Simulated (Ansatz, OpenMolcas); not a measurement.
**Worked example: the enthalpy of formation of AlNH3O (SMILES [NH2][Al][OH])**

AlNH3O: 6 atoms, total charge 0, spin state doublet. SMILES: `[NH2][Al][OH]`. The shape is that of a PBE0-D4/def2-TZVP optimisation. This is one conformer, not always the lowest.

Total energies at U-r2SCAN/def2-SVPD (OpenMolcas 26.06); the atoms run unrestricted:

| species | state | energy (Eh) |
| --- | --- | --- |
| AlNH3O | doublet | -374.004812 |
| N | quartet | -54.516258 |
| Al | doublet | -242.247543 |
| O | triplet | -74.970411 |
| H | doublet | -0.499209 |

Harmonic wavenumbers at UPBE0-D4/def2-TZVP, in cm⁻¹: 206, 266, 315, 361, 598, 661, 754, 878, 1550, 3596, 3701, 3964.

Measured heats of formation of the gaseous atoms at 298.15 K, in kJ/mol: N 472.4, Al 329.7, O 249.2, H 218.0. Spin-orbit lowering of the atoms at 298 K (mean of the ground term's levels less their thermal mean, from spectra), in kJ/mol: Al 0.17, O 0.40. Take 1 Eh = 2625.50 kJ/mol, 1 cm⁻¹ = 0.0119627 kJ/mol, RT = 2.479 kJ/mol.

Problem. Work out the heat of formation of the gas at 298 K.

Solution. 
1. Electronic atomisation energy: (-54.516258) + (-242.247543) + (-74.970411) + 3 × (-0.499209) − (-374.004812) = 0.772973 Eh = 2029.4 kJ/mol.
2. Zero-point energy: half the sum of the wavenumbers, 8425 cm⁻¹ = 100.8 kJ/mol.
3. Thermal vibrational enthalpy, Σ hcν̃/(exp(hcν̃/kT) − 1): 5.8 kJ/mol. Translation, rotation and pV of a non-linear molecule: 4 RT = 9.9 kJ/mol.
4. The 6 free atoms carry 5/2 RT each: 37.2 kJ/mol.
5. Spin-orbit coupling lowers the free atoms by 0.17 + 0.40 = 0.6 kJ/mol.
6. Atomisation enthalpy at 298 K: 2029.4 − 0.6 − 100.8 − 5.8 − 9.9 + 37.2 = 1949.5 kJ/mol.
7. Sum of the atoms' heats of formation: 1705.3 kJ/mol. Heat of formation: 1705.3 − 1949.5 = -244.2 kJ/mol.

No measured value is set beside it here. Anharmonicity and any spin-orbit splitting of the molecule are left out.
